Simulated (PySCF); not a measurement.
Geometry (Å), atoms numbered from 1 in this order:
```xyz
17

C    -0.647    1.141    0.868
C    -0.492   -0.247    0.255
C    -1.738   -0.627   -0.534
C     0.759   -0.405   -0.725
C     2.055   -0.075    0.109
O     0.795   -1.560   -1.325
H    -1.600    1.227    1.400
H     0.152    1.358    1.575
H    -0.626    1.900    0.085
H    -0.356   -0.983    1.058
H    -2.596   -0.833    0.113
H    -2.005    0.173   -1.226
H    -1.486   -1.514   -1.112
H     0.656    0.494   -1.448
H     2.093    0.967    0.432
H     2.920   -0.278   -0.519
H     2.109   -0.726    0.982
```

Total charge -1.

Geometry: GFN2-xTB; GIAO shifts from PySCF 2.14, gas phase, non-relativistic, averaged over equivalent atoms.

At B97-D/pcSseg-1 (157 basis functions, 28 s wall time on 1 thread of an AMD EPYC 7R43 64-Core, shared host):
```json
{"atoms": "C4", "δ (ppm)": "94.5"}
{"atoms": "C2", "δ (ppm)": "52.0"}
{"atoms": "C5", "δ (ppm)": "32.0"}
{"atoms": "C3", "δ (ppm)": "26.1"}
{"atoms": "C1", "δ (ppm)": "22.4"}
{"atoms": "O6", "δ (ppm)": "182.0"}
{"atoms": "H14", "δ (ppm)": "5.75"}
{"atoms": "H11/H12/H13", "δ (ppm)": "1.26"}
{"atoms": "H7/H8/H9", "δ (ppm)": "0.97"}
{"atoms": "H15/H16/H17", "δ (ppm)": "0.83"}
{"atoms": "H10", "δ (ppm)": "-0.06"}
```

References, each an isolated molecule treated in the same way: ¹³C (σ = 181.77 ppm) and ¹H (σ = 31.85 ppm) vs TMS; ¹⁷O (σ = 332.11 ppm) against H2O.

Problem. Predict the values at PBE0/pcSseg-1 on the same geometry.

Solution. 
```json
{"atoms": "C4", "δ at PBE0/pcSseg-1": "93.4", "change": "-1.1"}
{"atoms": "C2", "δ at PBE0/pcSseg-1": "49.8", "change": "-2.2"}
{"atoms": "C5", "δ at PBE0/pcSseg-1": "32.9", "change": "+0.9"}
{"atoms": "C3", "δ at PBE0/pcSseg-1": "24.5", "change": "-1.6"}
{"atoms": "C1", "δ at PBE0/pcSseg-1": "21.9", "change": "-0.5"}
{"atoms": "O6", "δ at PBE0/pcSseg-1": "154.4", "change": "-27.6"}
{"atoms": "H14", "δ at PBE0/pcSseg-1": "5.21", "change": "-0.54"}
{"atoms": "H11/H12/H13", "δ at PBE0/pcSseg-1": "1.16", "change": "-0.10"}
{"atoms": "H7/H8/H9", "δ at PBE0/pcSseg-1": "0.75", "change": "-0.22"}
{"atoms": "H15/H16/H17", "δ at PBE0/pcSseg-1": "0.75", "change": "-0.08"}
{"atoms": "H10", "δ at PBE0/pcSseg-1": "-0.08", "change": "-0.02"}
```

References, each an isolated molecule treated in the same way: TMS for ¹³C (σref 186.93), ¹H (σref 31.72); H2O for ¹⁷O (σref 336.08).

The largest change is at O6 (oxygen bonded to C). Cost: 157 basis functions, 25 s wall time on 1 thread of an AMD EPYC 7R43 64-Core, shared host. The order of the carbon signals is the same at both levels.

Experimental scales use liquid or dissolved standards, which lie at an offset from isolated H2O (liquid H2O: subtract about 36 ppm).
